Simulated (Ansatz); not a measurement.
**1T (CdI2-type) TiS2, bulk modulus**

Reference value: 45.9 ± 0.7 GPa (measured, temperature not stated, no zero-point or thermal correction; as tabulated in High Pressure X-ray Diffraction Study of Titanium Disulfide, J. Phys.: Condens. …).

Question: Put these levels in order of the bulk modulus that they give for 1T (CdI2-type) TiS2, smallest first: LDA (Ansatz, a first-principles code), PBE-D4 (Ansatz), PBEsol (Ansatz), RPBE (Ansatz), rVV10 (Ansatz).

Answer: RPBE (1.76 GPa), PBEsol (24.7 GPa), PBE-D4 (31.5 GPa), rVV10 (35.6 GPa), LDA (44.3 GPa)

Unless a cell is named, each level is at its own relaxed cell (LDA 17.27, PBEsol 18.28, RPBE 26.49, PBE-D4 18.55, rVV10 19.54 Å³/atom).

Differences against the reference: LDA -3.5 %, PBEsol -46 %, RPBE -96 %, PBE-D4 -31 %, rVV10 -22 %.

The measured value isn't corrected to a static lattice, so vibrations enter the comparison. A static lattice is as a rule stiffer than a warm one, by over a tenth in soft solids.  PBEsol, RPBE: the cell comes from a level without a dispersion term, which matters for the spacing of layers, chains or molecules. LDA: LDA has no dispersion term either, though it tends to give short spacings of layers, chains or molecules. RPBE: for a layered or molecular solid the relaxed cell lies over 5 % above the published volume, where the minimum can be shallow. Each level is taken at its own relaxed cell. Ansatz's density-functional and Hartree–Fock values are scalar-relativistic unless marked +SOC, with PAW data made under PBE.

Differences are worked out from the printed values.
